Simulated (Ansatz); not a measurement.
Input file:

```yaml
crystal:
  periodic: [false, false, false]
  atoms:
    - {symbol: N, position_ang: [-2.042945, 0.025300, -0.018825]}
    - {symbol: H, position_ang: [-2.340225, 0.993134, -0.018825]}
    - {symbol: H, position_ang: [-2.340224, -0.376999, 0.861435]}
    - {symbol: H, position_ang: [-0.737945, 0.025300, -0.018825]}
    - {symbol: Si, position_ang: [1.091055, 0.025300, -0.018825]}
    - {symbol: H, position_ang: [1.703235, -0.848984, 1.071187]}
    - {symbol: H, position_ang: [1.703235, -0.848984, -1.108837]}
basis:
  gaussian: {orbitals: cc-pVDZ}
correlation: {method: sc_nevpt2, electrons: outside_noble_gas, active_space: {window: {electrons: 8, orbitals: 8}}}
```

```sh
$ ansatz run in.yaml --threads 1 --pin off --events-out ev --progress --plain --max-ram 2393MiB
```

Log:

```
537 factors; integrals over basis functions are off by at most 1.3e-3 eV
mean field evaluation 1: about -9416.2151 eV, gradient 3.2e1 eV
mean field evaluation 2: about -9416.2163 eV, gradient 3.2e1 eV
mean field evaluation 4: about -9419.0464 eV, gradient 2.7e0 eV
mean field evaluation 8: about -9419.1398 eV, gradient 1.8e-1 eV
mean field -9419.14069068 eV, -346.1470358597 hartree, gradient 2.7e-6 eV, S^2 0.000000; 0 other end points of the search recorded, 0 dependent functions left out; unrestricted orbitals would lower it
reference -9419.14069068 eV, -346.1470358597 hartree; 13, 13 occupied and 44, 44 virtual orbitals, 537 factors
state -9422.00068050 eV, -346.2521385469 hartree
state -9422.00068050 eV, -346.2521385469 hartree; corrected -9427.14152632 eV, -346.4410611463 hartree
state -9421.32841086 eV, -346.2274330933 hartree
state -9421.32841086 eV, -346.2274330933 hartree; corrected -9427.02957578 eV, -346.4369470396 hartree
state -9422.00068050 eV, -346.2521385469 hartree; corrected -9427.14152632 eV, -346.4410611463 hartree
Total energy: -9427.14152632 eV, -346.4410611463 hartree
```

Natural occupations: 1.9781 1.9770 1.9688 1.8771 0.1287 0.0260 0.0225 0.0219.

Ran on 1 thread of Intel Xeon Platinum 8488C, shared host: 25 s wall, 0.15 GiB peak host memory.
